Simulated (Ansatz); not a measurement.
**BSiH₂ (quartet): the correlation ladder, cc-pVTZ**

An exercise on one series of results from a longer session: the logs are not shown, and one member is left open.

Program: Ansatz 0.2.0, Gaussian basis. Level of theory: cc-pVTZ, core rule «outside noble gas», up to 6 orbitals frozen. These are calculated values, not measurements.

To be run: UHF; CCSD(T) on ROHF; CCSD(T) on UHF; BCCD(T) on ROHF; CCSDT(Q) on ROHF; CCSDT(Q) on UHF; CASSCF and MRCISD+Q, 9 electrons in 10 orbitals; CASSCF and NEVPT2, 9 electrons in 10 orbitals.

5 further runs of the same task are left out: 5 set aside as unsound or not needed.

### The system

The geometry is a PBE0/def2-TZVP stationary point (not a proven minimum).

4 atoms, charge 0, spin multiplicity 4.

Atoms are counted from 1 here; the program's logs count them from 0.

Bond lengths: Si1–B2 1.993 Å, B2–H3 1.191 Å, B2–H4 1.191 Å. Angles: Si1–B2–H3 115.4°, Si1–B2–H4 115.4°, H3–B2–H4 129.2°.

As a file:

```
atom   x (Å)    y (Å)    z (Å)
 Si1  0.0000   0.0000   0.6500
  B2  0.0000   0.0000  -1.3428
  H3  0.0000  -1.0760  -1.8539
  H4  0.0000   1.0760  -1.8539
```

Set-up of the first run:

The input, in.yaml:

```yaml
crystal:
  periodic: [false, false, false]
  atoms:
    - {symbol: Si, position_ang: [0.000000, 0.000000, 0.649966]}
    - {symbol: B, position_ang: [0.000000, 0.000000, -1.342837]}
    - {symbol: H, position_ang: [0.000000, -1.075954, -1.853888]}
    - {symbol: H, position_ang: [0.000000, 1.075954, -1.853888]}
basis:
  gaussian: {orbitals: cc-pVTZ}
magnetization: {spin_polarized: true, initial_magnetization: 3}
hamiltonian: {xc: hf}
output: {orbitals: {seedname: orbitals}}
```

The run is started by

```sh
$ ansatz run in.yaml --threads 1 --pin off --events-out ev --progress --plain --max-ram 2816MiB --backend cpu
```

Steps of the session up to this table: UHF; CCSD(T) on ROHF; CCSD(T) on UHF; BCCD(T) on ROHF; CCSDT(Q) on ROHF; CCSDT(Q) on UHF; CASSCF and MRCISD+Q, 9 electrons in 10 orbitals; CASSCF and NEVPT2, 9 electrons in 10 orbitals.

One table of the session follows, with a row left open; its other results are not shown here.

| method | from UCCSDT(Q) (kJ/mol) |
| --- | --- |
| ROHF | +549.4 |
| UHF | +545.9 |
| RMP2 | +113.1 |
| UMP2 | +112.5 |
| RCCSD | +29.5 |
| UCCSD | +29.1 |
| RCCSD(T) | +5.8 |
| UCCSD(T) | ? |
| BCCD(T) | +5.2 |
| RCCSDT | +1.5 |
| UCCSDT | +1.4 |
| RCCSDT(Q) | +0.2 |
| UCCSDT(Q) | 0 |
| CASSCF valence | +374.2 |
| NEVPT2 valence | +101.1 |
| MRCISD valence | +31.8 |
| MRCISD+Q valence | +7.1 |

**Question.** Estimate the row for UCCSD(T).

**Answer.** from UCCSDT(Q) (kJ/mol): +5.6. In the column «from UCCSDT(Q) (kJ/mol)» it lies between BCCD(T) (+5.2) and RCCSD(T) (+5.8).

With the free atoms at the same levels and basis (separate runs), the atomisation energy is 9.513 eV at UCCSDT(Q), 9.488 eV at RCCSD(T), 9.488 eV at UCCSD(T), 7.959 eV at ROHF.

To keep in mind: Restricted and unrestricted rows rest on different reference determinants; where their highest levels disagree by more than a few hundredths of an eV, they describe different states and don't form one ladder.
